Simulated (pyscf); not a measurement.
Thermochemistry of product channels of `[Cl][GaH2]` + `[CH3]` [doublet] on the doublet surface, in kcal/mol, from ωB97M-D3(BJ)/def2-TZVP energies (ideal gas, 1 atm, RRHO with modes under 100 cm⁻¹ raised to 100, one conformer, R ln 2 for chiral ones without a mode under 150 cm⁻¹). Structures and frequencies: ωB97X-D3(BJ)/def2-SVP in PySCF.

```csv
products,ΔE,ΔH(298 K),ΔG(298 K),ΔG(900 K)
`[CH3][Ga][Cl]` [doublet] + `[H][H]`,-23.0,-21.2,-20.3,-19.3
`[Cl][GaH]` [doublet] + `[CH4]`,-30.3,-26.3,-26.1,-24.5
```

These are energies of the channels, which say nothing of barriers. Elements up to Kr have no core potential and no relativistic terms here.
